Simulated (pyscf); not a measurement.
Structures and frequencies: ωB97X-D3(BJ)/def2-SVP in PySCF. MP2 and CC: frozen core, UHF for open shells. ΔMP2 is the change of the MP2 total energy from the triple- to the quadruple-zeta basis.

Task: H₂B–F (SMILES BF) + NH₃ (SMILES N) → H₂B–NH₂ (SMILES BN) + HF (SMILES F)
Surface: singlet. Broken: B–F, H–N. Formed: B–N, F–H. Give ΔE‡ and ΔE from CCSD(T)/def2-TZVPP + ΔMP2(QZVPP), relative to the separated reactants.

Result: ΔE‡ = 0.49 eV, ΔE = -0.03 eV. Zero-point energy shifts the barrier by +0.06 eV. It is a four-centre exchange, with an imaginary mode of 696i cm⁻¹. On the reactant side the descent ends in an adduct with a B–N contact, 0.95 eV under the separated species and 1.37 eV under the saddle at ωB97X-D3(BJ)/def2-TZVP. On the product side the descent ends in a complex, 0.20 eV under the separated species and 0.60 eV under the saddle at ωB97X-D3(BJ)/def2-TZVP. What is counted as formed (B–N) is already present as a longer contact in the reactant adduct; forming that adduct is a step of its own. One saddle was located; it need not be the lowest between these sides. The CCSD(T) − MP2 part came from Ansatz, without density fitting, on the same reference.
